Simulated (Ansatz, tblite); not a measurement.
# The cluster HgF₃−: one state, many levels

How do method and basis change the picture of the cluster HgF₃− (singlet)?

Program: Ansatz 0.2.0, Gaussian basis. Level of theory: as each input shows. These are calculated values, not measurements.

Levels to be run: GFN1-xTB, GFN2-xTB, PBE-D4/def2-TZVPD, r2SCAN-D4/def2-TZVPD, B3LYP-D4/def2-TZVPD, PBE-QIDH/def2-TZVPD, r2SCANh-D4/def2-TZVPD, HSE06-D4/def2-TZVPD, LDA/def2-TZVPD, PBE-D4/def2-SVPD, PBE0-D4/def2-SVPD, CCSD(T)/def2-TZVPPD, MP2/def2-TZVPD, RPA/def2-TZVPD.

### Step 1. The geometry

The geometry is that of the singlet, from an earlier relaxation (r2SCAN-D4/def2-TZVPD). At that level it is the lowest of the isomers that a small search found.

4 atoms, charge -1, spin multiplicity 1.

Bond lengths: Hg1–F2 2.107 Å, Hg1–F3 2.106 Å, Hg1–F4 2.108 Å. Angles: F2–Hg1–F3 120.3°, F2–Hg1–F4 119.7°, F3–Hg1–F4 120.0°.

Hg takes a core potential in the def2 sets. No spin-orbit coupling is included. The ion is computed in the gas phase, without counter-ions or solvent.

PBE0-D4/def2-TZVPD was run before; its log isn't repeated, and its numbers join the tables.

### Step 2. GFN1-xTB

Tight binding, by tblite at 300 K electronic temperature and without a spin-polarisation term:

```python
tblite.interface.Calculator('GFN1-xTB', numbers, positions, charge=-1, uhf=0).singlepoint()
```

Energy -451.3399 eV, HOMO -8.00 eV, LUMO -3.91 eV; 0.002 s.

### Step 3. GFN2-xTB

Tight binding, by tblite at 300 K electronic temperature and without a spin-polarisation term:

```python
tblite.interface.Calculator('GFN2-xTB', numbers, positions, charge=-1, uhf=0).singlepoint()
```

Energy -416.5835 eV, HOMO -7.53 eV, LUMO -3.30 eV; 0.002 s.

### Step 4. PBE-D4/def2-TZVPD

start.molden holds the orbitals of an earlier run on this state, given as this run's starting guess.

Input file in.yaml:

```yaml
crystal:
  periodic: [false, false, false]
  atoms:
    - {symbol: Hg, position_ang: [-0.003221, -0.001435, 0.000882]}
    - {symbol: F, position_ang: [0.902422, -1.880022, 0.299897]}
    - {symbol: F, position_ang: [-2.076395, 0.237218, 0.282870]}
    - {symbol: F, position_ang: [1.177194, 1.644239, -0.583659]}
basis:
  gaussian: {orbitals: def2-TZVPD, initial_orbitals: start.molden}
total_charge: -1
hamiltonian: {xc: pbe, dispersion: d4}
scf: {omitted_lower_state_checks: [starts]}
output: {orbitals: {seedname: orbitals}}
```

Command:

```console
$ ansatz run in.yaml --threads 2 --pin off --events-out ev --progress --plain --max-ram 4352MiB
```

The runs that follow: r2SCAN-D4/def2-TZVPD; B3LYP-D4/def2-TZVPD; PBE-QIDH/def2-TZVPD; r2SCANh-D4/def2-TZVPD; HSE06-D4/def2-TZVPD; LDA/def2-TZVPD; PBE-D4/def2-SVPD; PBE0-D4/def2-SVPD; CCSD(T)/def2-TZVPPD; MP2/def2-TZVPD; RPA/def2-TZVPD.

Before running them: what should the planned runs give, taken together? Wanted: gap in def2-TZVPD, named functionals, smallest and largest; correlation energy, CCSD(T)/def2-TZVPPD; correlation energy, MP2/def2-TZVPD; PBE0 total energy, smallest basis above largest.

The runs gave:

| quantity | value |
| --- | --- |
| gap in def2-TZVPD, named functionals, smallest and largest | 3.30 eV (LDA), 5.97 eV (PBE0-D4) |
| correlation energy, CCSD(T)/def2-TZVPPD | -39.26 eV |
| correlation energy, MP2/def2-TZVPD | -33.69 eV |
| PBE0 total energy, smallest basis above largest | 9.52 eV (def2-SVPD, def2-TZVPD) |

What this shows: Orbital gaps of the named functionals in def2-TZVPD span 3.30 eV (LDA) to 5.97 eV (PBE0-D4); exact exchange widens it. Notes on CCSD(T)/def2-TZVPPD: large T1 diagnostic.
